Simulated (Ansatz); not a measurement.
**[Nd(NH3)6]3+ (NdN₆H₁₈ (+3)): one state, many levels**

The task here is to estimate one member of a computed series from the others.

Method: as each input shows; program: Ansatz 0.2.0, Gaussian basis.

The runs, in order: PBE-D4/def2-TZVP, r2SCAN-D4/def2-TZVP, revPBE-D4/def2-TZVP, PBE-D4/def2-SVP, PBE0-D4/def2-SVP, MP2/def2-SVP, RPA/def2-SVP.

1 further run of the same task is left out (it didn't finish). Runs told in other sessions of the task aren't counted.

## The structure

The geometry is that of the quartet, from an earlier relaxation (r2SCAN-D4/def2-SVP).

25 atoms, charge 3, spin multiplicity 4.

Atoms are counted from 1 here; the program's logs count them from 0.

Bond lengths: Nd1–N2 2.596 Å, Nd1–N6 2.596 Å, Nd1–N10 2.596 Å, Nd1–N14 2.596 Å, Nd1–N18 2.596 Å, Nd1–N22 2.596 Å, N2–H3 1.031 Å, N2–H4 1.031 Å, N2–H5 1.031 Å, N6–H7 1.031 Å, N6–H8 1.031 Å, N6–H9 1.031 Å, N10–H11 1.031 Å, N10–H12 1.031 Å, N10–H13 1.031 Å, N14–H15 1.031 Å, N14–H16 1.031 Å, N14–H17 1.031 Å and more. Angles: N2–Nd1–N6 179.5°, N2–Nd1–N10 89.9°, N2–Nd1–N14 90.6°, N2–Nd1–N18 89.4°, N2–Nd1–N22 90.2°, N6–Nd1–N10 90.6°, N6–Nd1–N14 88.9°, N6–Nd1–N18 90.5°, N6–Nd1–N22 89.9°, N10–Nd1–N14 179.5°, N10–Nd1–N18 90.0°, N10–Nd1–N22 89.7°, N14–Nd1–N18 90.0°, N14–Nd1–N22 90.3°, N18–Nd1–N22 179.5°, Nd1–N2–H3 115.4°, Nd1–N2–H4 115.4°, Nd1–N2–H5 115.6° and more.

Nd takes a core potential in the def2 sets. No spin-orbit coupling is included. The ion is computed in the gas phase, without counter-ions or solvent.

PBE0-D4/def2-TZVP was run before; its log isn't repeated, and its numbers join the tables.

Set-up of the first run:

start.molden holds the orbitals of an earlier run on this state, given as this run's starting guess.

Input file in.yaml:

```yaml
crystal:
  periodic: [false, false, false]
  atoms:
    - {symbol: Nd, position_ang: [0.001140, -0.000946, 0.000539]}
    - {symbol: N, position_ang: [-0.002631, 0.014645, 2.596761]}
    - {symbol: H, position_ang: [0.838952, 0.413327, 3.038234]}
    - {symbol: H, position_ang: [-0.079950, -0.910238, 3.044839]}
    - {symbol: H, position_ang: [-0.766503, 0.547238, 3.038181]}
    - {symbol: N, position_ang: [-0.016638, -0.012386, -2.595306]}
    - {symbol: H, position_ang: [-0.836864, -0.460361, -3.029657]}
    - {symbol: H, position_ang: [0.774096, -0.496425, -3.045257]}
    - {symbol: H, position_ang: [0.000159, 0.916367, -3.041709]}
    - {symbol: N, position_ang: [2.597268, -0.015907, 0.010871]}
    - {symbol: H, position_ang: [3.044186, 0.912155, -0.022392]}
    - {symbol: H, position_ang: [3.043666, -0.512716, -0.773941]}
    - {symbol: H, position_ang: [3.034859, -0.451502, 0.836032]}
    - {symbol: N, position_ang: [-2.594573, 0.014923, -0.030932]}
    - {symbol: H, position_ang: [-3.024827, 0.573077, -0.782902]}
    - {symbol: H, position_ang: [-3.049023, 0.383899, 0.817210]}
    - {symbol: H, position_ang: [-3.040509, -0.907053, -0.146080]}
    - {symbol: N, position_ang: [0.017810, 2.594532, 0.012199]}
    - {symbol: H, position_ang: [0.300071, 3.028658, 0.903273]}
    - {symbol: H, position_ang: [-0.889066, 3.043261, -0.183652]}
    - {symbol: H, position_ang: [0.647133, 3.041921, -0.670341]}
    - {symbol: N, position_ang: [-0.000611, -2.596555, 0.006502]}
    - {symbol: H, position_ang: [-0.216938, -3.039398, -0.898619]}
    - {symbol: H, position_ang: [-0.673972, -3.042473, 0.646711]}
    - {symbol: H, position_ang: [0.892776, -3.038046, 0.269446]}
basis:
  gaussian: {orbitals: def2-TZVP, initial_orbitals: start.molden}
total_charge: 3
magnetization: {spin_polarized: true, initial_magnetization: 3}
hamiltonian: {xc: pbe, dispersion: d4}
scf: {omitted_lower_state_checks: [starts]}
output: {orbitals: {seedname: orbitals}}
```

Run with:

```bash
ansatz run in.yaml --threads 4 --pin off --events-out ev --progress --plain --max-ram 6963MiB
```

Steps of the session up to this table: PBE-D4/def2-TZVP; r2SCAN-D4/def2-TZVP; revPBE-D4/def2-TZVP; PBE-D4/def2-SVP; PBE0-D4/def2-SVP; MP2/def2-SVP; RPA/def2-SVP.

One table of the session follows, with a row left open; its other results are not shown here.

It belongs to the step «Levels side by side». 

| level | HOMO (eV) | LUMO (eV) | gap (eV) |
| --- | --- | --- | --- |
| PBE-D4/def2-SVP | -18.22 | -16.80 | 1.42 |
| PBE-D4/def2-TZVP | -18.28 | -16.86 | 1.42 |
| revPBE-D4/def2-TZVP | -18.31 | -16.79 | 1.51 |
| r2SCAN-D4/def2-TZVP | -19.14 | -16.23 | 2.92 |
| PBE0-D4/def2-SVP | ? | ? | ? |
| PBE0-D4/def2-TZVP | -21.04 | -14.56 | 6.48 |

Q: Estimate the row for PBE0-D4/def2-SVP from the others.

**Answer.** HOMO (eV): -21.01; LUMO (eV): -14.60; gap (eV): 6.40. In the column «HOMO (eV)» it lies between PBE0-D4/def2-TZVP (-21.04) and r2SCAN-D4/def2-TZVP (-19.14).
